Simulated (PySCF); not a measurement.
System (SMILES): [H][H] (H2).
Geometry (B3LYP-D3(BJ)/def2-TZVP, fixed):
```xyz
2

H      0.0000     0.0000    -0.3720
H      0.0000     0.0000     0.3720
```

How fast the mean static polarisability converges with the basis for several methods (PySCF): deviation from each method's own reference, in %. References: HF 5.25 bohr³, the value in aug-cc-pV5Z; PBE 5.70 bohr³, the value in aug-cc-pV5Z; PBE0 5.52 bohr³, the value in aug-cc-pV5Z. All functions are spherical. Density fitting with generated auxiliary sets. No added dispersion term, no relativity. 

```csv
basis,functions,HF,PBE,PBE0
6-311G**,12,-43.7,-46.4,…
def2-TZVPD,18,-2.3,-2.8,…
aug-pcseg-1,18,-6.9,-6.3,…
"6-311++G(3df,3pd)",36,-4.9,-7.4,…
cc-pVQZ,60,-14.8,-18.1,…
def2-QZVPPD,66,0.1,-0.2,…
pcseg-4,122,-1.8,-3.5,…
aug-cc-pV5Z,160,0.0,0.0,…
```

Q: What belongs in the gaps?

A: 
- 6-311G**, PBE0: -45.4
- def2-TZVPD, PBE0: -2.7
- aug-pcseg-1, PBE0: -6.9
- 6-311++G(3df,3pd), PBE0: -6.2
- cc-pVQZ, PBE0: -16.6
- def2-QZVPPD, PBE0: 0.0
- pcseg-4, PBE0: -2.7
- aug-cc-pV5Z, PBE0: 0.0

Mean absolute deviation over 6-311G**, def2-TZVPD, 6-311++G(3df,3pd): HF 16.9, PBE0 18.1, PBE 18.8 %.
